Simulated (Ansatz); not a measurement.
in.yaml

```yaml
crystal:
  periodic: [false, false, false]
  atoms:
    - {symbol: Al, position_ang: [0.000000, 0.000000, 0.000000]}
    - {symbol: C, position_ang: [0.000000, 0.000000, 1.955903]}
basis:
  gaussian: {orbitals: 6-31G}
magnetization: {spin_polarized: true, initial_magnetization: 1}
correlation: {method: ccsdt, electrons: valence}
accuracy: high
```

```sh
$ ansatz run in.yaml --threads 1 --pin off --events-out ev --progress --plain --max-ram 2393MiB
```

The program prints:

```
471 factors; integrals over basis functions are off by at most 2.9e-9 eV
mean field evaluation 1: about -7604.2580 eV, gradient 1.1e1 eV
mean field evaluation 2: about -7604.2856 eV, gradient 1.1e1 eV
mean field evaluation 4: about -7605.5660 eV, gradient 1.8e0 eV
mean field evaluation 8: about -7605.6601 eV, gradient 8.6e-1 eV
mean field evaluation 16: about -7607.3480 eV, gradient 9.8e-3 eV
mean field evaluation 32: about -7605.4607 eV, gradient 9.2e-1 eV
mean field evaluation 64: about -7605.5524 eV, gradient 4.6e-1 eV
mean field evaluation 96: about -7606.7745 eV, gradient 5.8e0 eV
mean field evaluation 128: about -7607.2679 eV, gradient 1.2e0 eV
mean field evaluation 160: about -7606.1525 eV, gradient 1.6e-1 eV
...
cycle  62  -3.35511913 eV  change   -6.1e-9 eV  update   3.1e-9
cycle  63  -3.35511913 eV  change   -5.2e-9 eV  update   2.3e-9
cycle  64  -3.35511914 eV  change   -4.6e-9 eV  update   1.6e-9
cycle  65  -3.35511914 eV  change   -3.3e-9 eV  update   1.2e-9
cycle  66  -3.35511914 eV  change   -3.0e-9 eV  update  8.8e-10
cycle  67  -3.35511914 eV  change   -1.2e-9 eV  update  5.9e-10
cycle  68  -3.35511914 eV  change  -9.4e-10 eV  update  4.2e-10
cycle  69  -3.35511914 eV  change  -1.9e-10 eV  update  2.9e-10
cycle  70  -3.35511915 eV  change  -1.6e-10 eV  update  1.8e-10
cycle  71  -3.35511915 eV  change   3.3e-12 eV  update  1.2e-10
WARN: the results are in doubt because among natural orbitals full CI differs from the method by +0.971 eV
Total energy: -7610.89757218 eV, -279.6953269260 hartree
In doubt: among natural orbitals full CI differs from the method by +0.971 eV
```

Ran on 1 thread of Arm Neoverse V2, shared host: 5.5 s wall, 0.19 GiB peak host memory.
